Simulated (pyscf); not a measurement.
Structures and frequencies: ωB97X-D3(BJ)/def2-SVP in PySCF.

For the elementary gas-phase step H₃C–SiH(Cl)–Cl (SMILES C[SiH](Cl)Cl) + H₂ (SMILES [H][H]) → CH₄ (SMILES C) + Cl–SiH₂–Cl (SMILES Cl[SiH2]Cl) (singlet surface; C–Si, H–H broken, C–H, H–Si formed), what barrier and reaction energy does r²SCAN/def2-TZVP give, measured from the separated reactants?

ΔE‡ = 65.2 kcal/mol, ΔE = -2.3 kcal/mol. ωB97M-D3(BJ)/def2-TZVP gives 69.9 kcal/mol and -2.8 kcal/mol. Zero-point energy shifts the barrier by +3.4 kcal/mol. It is a four-centre exchange, with an imaginary mode of 1611i cm⁻¹. At the saddle there is also a short H–Si contact that neither side keeps. This is the saddle that the search found; another between the same sides may lie lower.
